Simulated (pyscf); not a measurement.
Single points on ωB97X-D3(BJ)/def2-SVP structures (PySCF, gas phase).

Problem. For the elementary gas-phase step F–GeH₂–F + SiH₄ → F–GeH₃ + F–SiH₃ (singlet surface; F–Ge, H–Si broken, Ge–H, F–Si formed), what barrier and reaction energy does ωB97M-D3(BJ)/def2-TZVP give, measured from the separated reactants?

Solution. ΔE‡ = 28.2 kcal/mol, ΔE = -13.0 kcal/mol. Zero-point energy shifts the barrier by +1.6 kcal/mol. It is a four-centre exchange, with an imaginary mode of 341i cm⁻¹. On the product side the descent ends in a complex (not fully relaxed), 4.1 kcal/mol under the separated species and 43.1 kcal/mol under the saddle at ωB97X-D3(BJ)/def2-TZVP. One saddle was located; it need not be the lowest between these sides. Elements up to Kr have no core potential and no relativistic terms here.
